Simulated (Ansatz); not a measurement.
# BCl2: the cost of one run

Computed with the Python package of Ansatz 0.2.0. Level of theory: r2SCAN/cc-pVDZ.

### 1 The system

Bond lengths: Cl1–B2 1.572 Å, B2–Cl3 1.572 Å. Angles: Cl1–B2–Cl3 179.8°.

Input file bcl2.xyz:

```xyz
3

Cl   -1.23838    0.76648   -0.59130
B     0.00074    0.00136    0.00055
Cl    1.23764   -0.76784    0.59074
```

### 2 Script

The input, scan_bcl2.py:

```python
"""Potential curve of BCl2(+) along one bond."""

import logging
import sys

import ansatz as az
import matplotlib.pyplot as plt
import numpy as np

logging.basicConfig(stream=sys.stdout, format="[%(levelname)s] %(message)s")
logger = logging.getLogger("ansatz_job")
logger.setLevel(logging.INFO)

bcl2 = az.Crystal.molecule_from_extxyz("bcl2.xyz")

symbols = [site.symbol for site in bcl2.cartesian_sites]
start = np.array([site.position_ang for site in bcl2.cartesian_sites])
axis = (start[0] - start[1]) / np.linalg.norm(start[0] - start[1])
moving = [0]
lengths, energies = [1.383, 1.446, 1.509, 1.572, 1.635, 1.698, 1.761, 1.855], []
for length in lengths:
    xyz = start.copy()
    xyz[moving] += (length - np.linalg.norm(start[0] - start[1])) * axis
    point = az.Crystal.molecule()
    for symbol, place in zip(symbols, xyz):
        point = point.atom(symbol, place.tolist())
    calc = (
        point.calculation()
        .basis(gaussian="cc-pVDZ")  # atom-centred Gaussian functions
        .functional("r2SCAN")
        .charge(1)  # electrons removed from the neutral system
    )
    report = calc.run(threads=1).report
    energies.append(report["free_energy_ev"])
    logger.info(f"r = {length:6.3f} A  E = {energies[-1]:.5f} eV  <S^2> = {abs(report['mean_field']['state']['spin_squared']):.3f}")

# quartic fit about the minimum
fit = np.polynomial.Polynomial.fit(lengths, np.array(energies) - min(energies), 4).convert()
roots = [r.real for r in fit.deriv().roots() if abs(r.imag) < 1e-9 and fit.deriv(2)(r.real) > 0]
r_e = min(roots, key=lambda r: abs(r - lengths[int(np.argmin(energies))]))
logger.info(f"minimum of the fit at {r_e:.4f} A, force constant {fit.deriv(2)(r_e):.2f} eV/A^2")
plt.figure(figsize=(4.5, 3))
plt.plot(lengths, np.array(energies) - min(energies), "o-")
plt.xlabel("bond length (A)")
plt.ylabel("E - E(min) (eV)")
plt.tight_layout()
plt.savefig("scan.png", dpi=100)
```

### 3 Launch

Started as:

```console
> python scan_bcl2.py
```

Q: Estimate wall time and peak memory on 1 thread of Arm Neoverse V1, shared host.

About 17 s, with a peak of 0.2 GiB.
